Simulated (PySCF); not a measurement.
PySCF input file for propene (C3H6), SMILES C=CC, PBE0/pcSseg-1. The structure is a stationary point at r2SCAN-D4/def2-TZVP.

```python
import numpy as np
from pyscf import gto, scf, dft
from pyscf.prop.nmr import rks as nmr

mol = gto.M(
    atom='''
    C    -0.16334754    1.22693364    0.00000000
    C     0.45410546   -0.13142494    0.00000000
    C    -0.21993860   -1.27629685   -0.00000000
    H     0.15235628    1.80173498    0.87694809
    H     0.15235628    1.80173498   -0.87694810
    H    -1.25361664    1.17007268    0.00000000
    H     1.54290975   -0.16293436    0.00000000
    H    -1.30604801   -1.29171041   -0.00000000
    H     0.28712638   -2.23416899   -0.00000000
    ''',
    basis='pcSseg-1',
    charge=0,
    spin=0,
    max_memory=1600,
    verbose=3,
)
mf = dft.RKS(mol, xc='pbe0')
mf.grids.level = 3
mf.conv_tol = 1e-10
mf.max_cycle = 100
mf.kernel()
n = nmr.NMR(mf)
n.verbose = 2
n.max_cycle_cphf = 60
sigma = n.kernel()
print('atom   isotropic/ppm   span/ppm')
for i, s in enumerate(sigma):
    w = np.linalg.eigvalsh((s + s.T) / 2)
    print(f'{mol.atom_symbol(i):2s}{i + 1:3d} {w.mean():14.3f} {w[2] - w[0]:11.3f}')
```

Log of the run:

```
converged SCF energy = -117.738868112002
atom   isotropic/ppm   span/ppm
C   1        163.054      34.908
C   2         42.310     245.382
C   3         62.539     206.511
H   4         29.643       9.043
H   5         29.643       9.043
H   6         29.829       7.191
H   7         25.414       3.973
H   8         26.093       6.583
H   9         26.234       6.572
```

The calculation finished and met its thresholds.
